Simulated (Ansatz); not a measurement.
A made-up structure of CH2Na (charge +1), singlet:

| atom | x (Å) | y (Å) | z (Å) |
| --- | --- | --- | --- |
| C1 | -0.2844 | 0.0446 | -0.1404 |
| Na2 | 2.1863 | -0.3427 | 1.0794 |
| H3 | -1.2279 | -0.7490 | -0.1935 |
| H4 | -0.6739 | 1.0471 | -0.7454 |

It is relaxed with PBE-D4/def2-SVP and then PBE0-D4/def2-TZVP (Ansatz 0.2.0). Atoms count as bonded within 1.22 times the sum of their covalent radii (H–H: 0.88 Å). The end point is not checked to be a true minimum.

(1) Does its bonding change? (Judge from chemistry; the calculation decides.)

Answers

(1) Computed: No: no bond forms or breaks.

Where it ends: The first stage lowers the energy by 0.38 eV in 5 steps. It ends as CH₂Na ([CH2][Na]), total charge +1:
```
4
angstrom
C -0.2538 0.0398 -0.1253
Na 1.9517 -0.3059 0.9638
H -1.0962 -0.6688 -0.1729
H -0.6016 0.9349 -0.6656
```

Labels in which every atom is bracketed show which atoms are joined, not bond orders.

For scale, one of the runs: PBE0-D4/def2-TZVP relaxation, 75 basis functions, launched by `ansatz run in.yaml --threads 2 --pin off --events-out ev --progress --plain --max-ram 4352MiB`. The run took about 3.5 s on 2 CPU threads of an Arm Neoverse V2 (shared host).
